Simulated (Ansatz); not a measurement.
Two isomers of C3H4ClN: A = `N=C1CC1Cl`, B = `ClCC1=CN1`.

Gas-phase electronic energies from Ansatz, PBE0-D4/def2-TZVP geometries. CBS: MP2 limit from def2 TZ/QZ plus the TZ coupled-cluster correction, frozen cores. Functionals use def2-TZVPP. B3LYP here is the variant with VWN-RPA as its local correlation; programs differ in this. One conformer a species, not always the lowest.

Which is lower in electronic energy at CCSD(T)/CBS, and by how much? (Best estimate.)

Ansatz gave: A, by 33.5 kcal/mol.

Give E(B) − E(A) in kcal/mol with CCSD/def2-TZVPP, PBE0-D4, CCSD(T)/def2-TZVPP, B2PLYP, B3LYP, LDA (SPW92), HF/def2-TZVPP. (Best estimate.)

The calculation gave: CCSD/def2-TZVPP 35.4, PBE0-D4 36.7, CCSD(T)/def2-TZVPP 34.7, B2PLYP 35.1, B3LYP 35.4, LDA (SPW92) 37.1, HF/def2-TZVPP 37.9. None reverses the order clearly.

Does the order hold for the free energy at 298.15 K (harmonic terms from PBE0-D4)? (Estimate.)

Ansatz gave: Yes: G(B) − G(A) = +32.4 kcal/mol, for one conformer each.

Largest T1 diagnostic: 0.011.

From BLYP to BHLYP (50 % exact exchange), in def2-TZVPP and without D4, E(B) − E(A) moves by +2.8 kcal/mol. Leaving LDA and LC-ωPBE aside and taking each functional with its dispersion term where it has one, the values, not all of them listed here, spread over 3.0 kcal/mol, from BLYP-D4 to r2SCAN0-D4. LDA lies +1.8 kcal/mol from PBE without D4.
